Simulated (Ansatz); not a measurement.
Rock-salt KI: PBE at its full settings (plane-wave cutoff 520 eV, 8×8×8 k mesh, Fermi–Dirac smearing 0.01 eV, scalar-relativistic PAW data made under PBE) and at cheaper ones, in a cell of 2 atoms with Γ-centred meshes.

```json
[
 {"level and setting": "PBE (Ansatz)", "equilibrium lattice constant a (Å)": "7.182", "bulk modulus (GPa)": "10.6"},
 {"level and setting": "PBE (2×2×2 k mesh) (Ansatz)", "equilibrium lattice constant a (Å)": "7.306", "bulk modulus (GPa)": "9.73"},
 {"level and setting": "PBE (4×4×4 k mesh) (Ansatz)", "equilibrium lattice constant a (Å)": "7.183", "bulk modulus (GPa)": "10.6"},
 {"level and setting": "PBE (6×6×6 k mesh) (Ansatz)", "equilibrium lattice constant a (Å)": "7.182", "bulk modulus (GPa)": "10.6"},
 {"level and setting": "PBE (Fermi-Dirac smearing of 0.3 eV) (Ansatz)", "equilibrium lattice constant a (Å)": "7.183", "bulk modulus (GPa)": "10.6"}
]
```

Largest shifts from the full settings: lattice constant a +1.73 % (PBE (2×2×2 k mesh)); bulk modulus -8.2 % (PBE (2×2×2 k mesh)), against a difference of -16.5 % of the full result from the reference 12.7 GPa (measured, 4 K, zero-point motion not removed; as tabulated in Doll and Stoll (1998), arXiv:cond-mat/9801031).

The full settings aren't shown to be converged themselves.

Ansatz's density-functional and Hartree–Fock values are scalar-relativistic unless marked +SOC, with PAW data made under PBE.

Run with cheap settings on purpose, which may leave them unconverged: PBE (2×2×2 k mesh), PBE (4×4×4 k mesh), PBE (6×6×6 k mesh), PBE (Fermi-Dirac smearing of 0.3 eV).

Ansatz is a program for electronic structure.
